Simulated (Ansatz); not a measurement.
Worked example: correlation energy of SbH, triplet

Geometry: that of the SbH⁻, doublet, kept fixed.

```xyz
2

Sb    0.0000    0.0000    0.0000
H     0.0000    0.0000    1.7338
```

Basis def2-SVPD with its core potentials; Ansatz 0.2.0. Correlated methods freeze the noble-gas cores and the filled d shells of p-block atoms, which leaves 6 electrons in 31 orbitals. Prefix R: restricted or restricted open-shell reference. No spin–orbit coupling is included; scalar relativity enters through the core potentials alone.

Full CI is exact within this basis and frozen core; it isn't the basis-set limit.

Runs differ by some tens of microhartree through their thresholds and, for an open shell, their frozen cores, so steps under 0.03 kcal/mol mean nothing.

```tsv
level	total energy (hartree)
RHF	-239.824678
RMP2	-239.897408
RCCSD	-239.916289
RCCSD(T)	-239.918284
RCCSDT	-239.918786
RCCSDT(Q)	-239.918855
RCCSDTQ	-239.918870
full CI	-239.918848
```

**Question.** What is the correlation energy at full CI, and what share of it do RMP2 and RCCSD recover?

**Answer.** E(corr) = -239.918848 − (-239.824678) = -0.094170 hartree = -2.562 eV. RMP2: -0.072730 / -0.094170 = 77.23 %. RCCSD: -0.091611 / -0.094170 = 97.28 %.

**Question.** By how many kcal/mol does RCCSD(T) miss full CI (1 hartree = 627.509 kcal/mol), and which steps make up the rest?

**Answer.** -239.918284 − (-239.918848) = 0.000564 hartree = 0.35 kcal/mol. Steps: RCCSDT − RCCSD(T) = -0.32, RCCSDT(Q) − RCCSDT = -0.04, RCCSDTQ − RCCSDT(Q) = -0.01, full CI − RCCSDTQ = 0.01 kcal/mol. That is within 1 kcal/mol of the reference in this basis, which itself misses far more of the correlation at the basis-set limit.
